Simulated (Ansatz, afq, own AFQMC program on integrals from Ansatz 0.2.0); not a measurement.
# C₂H₅, doublet: a scan with AFQMC

| atom | x (Å) | y (Å) | z (Å) |
| --- | --- | --- | --- |
| C | 0.0000 | -0.0041 | 0.7102 |
| C | 0.0000 | 0.0010 | -0.7689 |
| H | 0.0000 | -1.0167 | 1.1165 |
| H | 0.8752 | 0.5176 | 1.1197 |
| H | -0.8752 | 0.5176 | 1.1197 |
| H | 0.0000 | -0.9170 | -1.3407 |
| H | 0.0000 | 0.9353 | -1.3164 |

The C1–C2 distance is changed with both sides rigid. Energies in mEh count from this geometry (1.479 Å) at the same level; the start stands on UHF, each point on the determinant named.

Basis 6-31G. Only valence electrons are correlated. Integrals, coupled cluster, full CI and functionals: Ansatz 0.2.0; the random walks run on the same integrals in our own AFQMC program. ph-AFQMC/CISD is guided by a CISD state made of CCSD amplitudes; releasing the constraint for a short imaginary time cuts its bias at the price of noise, slowly where states lie close. Uncertainties: one standard error, sampling alone.

Cautions, each for one point or more: a spin-contaminated unrestricted determinant lies lower; higher spins were not checked; unrestricted determinant spin contaminated; walk and cluster series may follow different spin states.

| r(C1–C2) / Å | det. | T1 | weight | ⟨S²⟩ | CCSD | PBE | CCSD(T) |
| --- | --- | --- | --- | --- | --- | --- | --- |
| 1.200 | UHF | 0.009 | 0.92 | 0.77 | 98.3 | 87.0 | 98.4 |
| 1.804 | UHF | 0.011 | 0.90 | 0.78 | 28.6 | 32.9 | 27.9 |
| 2.391 | ROHF | 0.033 | 0.83 | pure | 118.3 | 129.0 | 114.3 |
| 3.220 | UHF¶ | 0.012 | 0.91 | 1.74 | 159.9 | 186.3§ | 161.2 |
| 5.019 | UHF¶ | 0.006 | 0.92 | 1.77 | 163.0 | 194.2§ | 164.6 |

Question: Estimate the curve of CCSDT(Q), counted from the same start.

Answer: 
```
r(C1–C2) / Å  det.     T1  weight  ⟨S²⟩  CCSDT(Q)  ph-AFQMC/CISD  released AFQMC
       1.200   UHF  0.009    0.92  0.77      98.4     98.2 ± 0.5      98.1 ± 0.6
       1.804   UHF  0.011    0.90  0.78      27.7     27.0 ± 0.5      27.6 ± 0.6
       2.391  ROHF  0.033    0.83  pure     113.6    114.7 ± 0.9               –
       3.220  UHF¶  0.012    0.91  1.74     159.1    158.5 ± 0.6    158.4 ± 0.7*
       5.019  UHF¶  0.006    0.92  1.77     164.7    163.5 ± 0.5    164.6 ± 0.5*
```

Weight is that of the determinant in the CISD state; at the start T1 is 0.007 and the weight 0.91, and ⟨S²⟩ is 0.76. ¶ marks points with a poor determinant and no full CI, where no value is sure; they don't count among the departures. An asterisk marks released energies that aren't shown to be converged. A dash marks a missing value, a released energy that hasn't settled or a functional that sits on another state. § marks a functional whose ⟨S²⟩ is too high by over 0.1. Largest departures from CCSDT(Q), at the points where its series has closed: CCSD(T) 0.7 mEh at 2.391 (on ROHF), ph-AFQMC/CISD 1.0 mEh at 2.391 (on ROHF) (within the noise), released AFQMC -0.3 mEh at 1.200 (on UHF) (within the noise), CCSD 4.7 mEh at 2.391 (on ROHF), PBE 15.4 mEh at 2.391. Functionals count only at points shown to share the start's state and spin. In this small basis the wave-function levels are far from their limit, so their gap to the functionals isn't the functionals' error.

A walk keeps the symmetry of its determinant, which the program's search chose and which needn't be the lowest solution, so a lower state of the same spin and another symmetry isn't excluded.
